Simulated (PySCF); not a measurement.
Gas-phase thermal properties of CO

Computed with PySCF (xtb for GFN2) and rigid-rotor harmonic-oscillator thermochemistry at 1 bar. The comparison is the NASA 1993 polynomial table, which mixes measured and estimated data. 6-31G* has spherical d functions here. All species are closed-shell singlets. B3LYP is the form with VWN-RPA correlation. The harmonic model lacks anharmonicity and excited electronic states, which grow with temperature; levels with a mode under 35 cm⁻¹ are left out.

```
level           point group  σ  ZPE (kJ/mol)  S°298 (J/mol/K)  Cp298 (J/mol/K)  S°1000 (J/mol/K)  H1000 − H298 (kJ/mol)
--------------  -----------  -  ------------  ---------------  ---------------  ----------------  ---------------------
table                     -  -             -            197.7             29.1             234.5                   21.7
B3LYP/6-31G*            C∞v  1          13.2            197.8             29.1             234.5                   21.6
GFN2-xTB                C∞v  1          13.3            197.6             29.1             234.3                   21.6
HF/6-31G*               C∞v  1          14.6            197.4             29.1             233.8                   21.3
PBE/def2-SVP            C∞v  1          12.9            197.8             29.1             234.6                   21.6
PBE0/def2-TZVP          C∞v  1          13.4            197.5             29.1             234.2                   21.5
```
σ: rotational symmetry number. Electronic degeneracy used: 1. Frequencies are unscaled.
